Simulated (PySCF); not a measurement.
S(OH)₃, doublet: data card

Level of theory: UPBE0 in PySCF with S def2-TZVP, O def2-TZVP, H def2-TZVP; no relativity; density-fitted integrals.

The structure is a minimum.

```json
{
  "Point group": "C1",
  "Bond lengths": "O–H 0.963 Å, O–H 0.966 Å, O–H 0.969 Å, S–O 1.625 Å, S–O 1.690 Å, S–O 1.789 Å",
  "Bond angles": "H–O–S 105.4°, H–O–S 107.0°, H–O–S 112.4°, O–S–O 84.4°, O–S–O 88.7°, O–S–O 162.8°",
  "Principal quadrupole moments (Buckingham, traceless) about the centre of mass": "-6.01, -1.96, 7.97 D Å",
  "Atomisation energy without zero-point energy": "2078 kJ/mol",
  "Dipole moment": "1.03 D",
  "Spin squared ⟨S²⟩": "0.756",
  "Enthalpy at 298.15 K above 0 K": "17.17 kJ/mol",
  "Lowest empty level (β)": "-2.73 eV",
  "Highest occupied level (α)": "-6.33 eV",
  "Rotational constants": "0.4551, 0.1603, 0.1206 cm⁻¹",
  "Heat capacity Cp at 298.15 K": "87.2 J/(mol K)",
  "Rotational symmetry number": "1",
  "Principal polarisabilities": "21.5, 33.4, 53.5 bohr³",
  "Zero-point energy": "112.5 kJ/mol",
  "Entropy at 298.15 K and 1 bar (electronic part: spin only)": "311.9 J/(mol K)"
}
```

Harmonic modes (masses in u: S 31.972, O 15.995, H 1.008):
```
symmetry  ω (cm⁻¹)  IR (km/mol)  μ (u)
       a       148         11.9   3.98
       a       266          165   1.12
       a       340          138   1.63
       a       397         35.0   2.78
       a       457         51.9   3.14
       a       498         31.0   1.20
       a       537         69.4   9.93
       a       666          397  14.00
       a       835         68.5   7.79
       a       969         37.9   1.15
       a      1034          156   1.30
       a      1249          157   1.17
       a      3756          104   1.06
       a      3802         73.6   1.07
       a      3854         77.1   1.07
```

Charges (e):
```csv
atom,Mulliken,Löwdin,polar tensor,spin (Mulliken),Mayer order to S1
S1,0.48,0.48,1.44,0.66,–
O2,-0.42,-0.22,-0.65,0.06,1.09
O3,-0.46,-0.29,-0.80,0.16,0.98
O4,-0.57,-0.39,-0.87,0.14,0.85
H5,0.35,0.16,0.32,0.00,0.03
H6,0.32,0.14,0.27,-0.01,0.04
H7,0.30,0.13,0.27,0.00,0.03
```
Other Mayer orders above 0.3: O–H 0.84, O–H 0.87, O–H 0.90.

Mulliken populations on S1: s 5.89, p 9.07, d 0.50, f 0.06.

Outer orbital energies (eV). α occupied: -13.03, -12.82, -11.47, -10.97, -10.12, -9.68, -8.36, -6.33; empty: 0.11, 1.16, 1.38, 2.60. β occupied: -15.41, -12.58, -12.13, -11.37, -10.72, -9.35, -8.97, -7.98; empty: -2.73, 0.55, 1.25, 1.48.

Other isomers or separated fragments may lie lower.

The final relaxation and frequency run took 4.4 min on 4 threads of a shared Arm Neoverse V2 host, with 148 basis functions and 40 gradients; the process peaked at 2.2 GiB.
